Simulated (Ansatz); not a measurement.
Born–Oppenheimer molecular dynamics of H6OSSi (9 atoms, charge 0, multiplicity 1). It starts at the highest image of a converged band, a first-order saddle point between two minima.

The calculation used Ansatz, RKS PBE-D4/def2-SVP.

```yaml
ensemble: NVE (velocity Verlet)
time_step: 0.5 fs
steps_asked: 200
starting_velocities_drawn_for: 100 K
seed: 9268
```

First frame:

```xyz
9
Properties=species:S:1:pos:R:3
Si -0.283 0.357 0.410
H 1.122 -0.640 0.043
H 0.313 1.545 -0.288
H -1.759 0.506 0.625
O 0.116 0.113 2.034
H 0.576 -0.931 -0.779
S -0.784 -0.965 -1.737
H 1.061 -0.070 2.191
H -0.361 0.085 -2.498
```

Q: How far do the bonds stretch over the last three quarters of this one trajectory? (Pairs bonded in most of those frames.)

A: 
```tsv
bond	mean (Å)	spread (Å)	shortest	longest
Si1–H2	1.516	0.038	1.45	1.58
Si1–H3	1.514	0.006	1.50	1.53
Si1–H4	1.500	0.008	1.48	1.51
Si1–O5	1.687	0.010	1.67	1.70
O5–H8	0.974	0.012	0.95	0.99
H6–S7	1.375	0.031	1.32	1.43
S7–H9	1.370	0.015	1.34	1.40
```

Mean temperature of the second half: 1502 K. The conserved energy stayed within 0.056 meV per atom of its start (net change 0.012 meV per atom), so the integration is sound. The kinetic energy rose, since the run started high on the potential surface and went downhill. It ends in pieces (H2S + H4OSi), so much of that is their flight and rotation, not heat. A run of 0.1 ps of so small a system gives no equilibrium averages. The orbitals stay closed-shell, which can raise the energy where a bond breaks towards radicals; this wasn't checked here.

Time of the run: 3.2 min on 2 threads of Arm Neoverse V2, on a shared host, peak memory 0.16 GiB.
